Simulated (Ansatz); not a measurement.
**MgHCl: one species, many methods**

The task here is to estimate one member of a computed series from the others.

Method: functionals in def2-TZVPP, the program's frozen cores in correlated methods; program: Ansatz 0.2.0, Gaussian basis.

Levels to be run: LDA (SPW92), PBE-D4, revPBE-D4, BLYP-D4, r2SCAN-D4, B97M-V, PBE0-D4, B3LYP-D4, r2SCANh-D4, r2SCAN0-D4, HSE06-D4, BHLYP-D4, CAM-B3LYP-D4, LC-ωPBE, ωB97X-V, ωB97M-V, B2PLYP, PBE-QIDH; CCSD(T)/def2-SVP; CCSD(T)/def2-TZVPP; CCSD(T)/def2-QZVPP; extrapolation to the limit; RPA on PBE.

**The relaxed structure**

The geometry comes from an earlier relaxation with PBE0-D4 in a triple-zeta def2 set; it is a stationary point.

SMILES `[MgH][Cl]`, 3 atoms, charge 0, spin multiplicity 1.

Atoms are counted from 1 here; the program's logs count them from 0.

Bond lengths: Mg1–Cl2 2.187 Å, Mg1–H3 1.686 Å. Angles: Cl2–Mg1–H3 179.9°.

As a file:

```mol
ClHMg
  3D, bonds by distance, orders not assigned

  3  2  0  0  0  0  0  0  0  0999 V2000
   -0.1500   -0.0020   -0.0825 Mg  0  0
    1.7665   -0.2655    0.9375 Cl  0  0
   -1.6275    0.2027   -0.8682 H   0  0
  1  2  8  0
  1  3  8  0
M  END
```

The first run:

The input, in.yaml:

```yaml
crystal:
  periodic: [false, false, false]
  atoms:
    - {symbol: Mg, position_ang: [-0.150024, -0.002017, -0.082550]}
    - {symbol: Cl, position_ang: [1.766536, -0.265498, 0.937522]}
    - {symbol: H, position_ang: [-1.627512, 0.202716, -0.868172]}
basis:
  gaussian: {orbitals: def2-TZVPP}
hamiltonian: {xc: lda}
output: {orbitals: {seedname: orbitals}}
```

Steps of the session up to this table: LDA; PBE-D4 (GGA); revPBE-D4 (GGA); BLYP-D4 (GGA); r2SCAN-D4 (meta-GGA); B97M-V (meta-GGA); PBE0-D4 (hybrid); B3LYP-D4 (hybrid); r2SCANh-D4 (hybrid); r2SCAN0-D4 (hybrid); HSE06-D4 (hybrid); BHLYP-D4 (hybrid); CAM-B3LYP-D4 (range-separated); LC-ωPBE-D4 (range-separated; the results give it without D4); ωB97X-V (range-separated); ωB97M-V (range-separated); B2PLYP (double hybrid); PBE-QIDH (double hybrid).

One of the session's tables, all rows but one given; the rest of the session is left out.

It belongs to the step «Orbital energies across the functionals». 

| functional | HOMO (eV) | gap (eV) |
| --- | --- | --- |
| LDA (SPW92) | -7.18 | 5.30 |
| PBE-D4 | -7.07 | 5.40 |
| revPBE-D4 | -7.02 | 5.46 |
| BLYP-D4 | -6.99 | 5.32 |
| r2SCAN-D4 | -7.32 | 6.15 |
| B97M-V | -7.43 | 5.82 |
| PBE0-D4 | -8.28 | 7.32 |
| B3LYP-D4 | -8.11 | 6.86 |
| r2SCANh-D4 | -7.76 | 6.80 |
| r2SCAN0-D4 | -8.44 | 7.77 |
| HSE06-D4 | ? | ? |
| BHLYP-D4 | -9.43 | 9.05 |
| CAM-B3LYP-D4 | -9.71 | 9.51 |
| LC-ωPBE | -11.07 | 11.97 |
| ωB97X-V | -10.71 | 11.47 |
| ωB97M-V | -10.49 | 10.89 |

Q: Estimate the row for HSE06-D4 from the others.

**Answer.** HOMO (eV): -7.87; gap (eV): 6.55. In the column «HOMO (eV)» it lies between B3LYP-D4 (-8.11) and r2SCANh-D4 (-7.76).
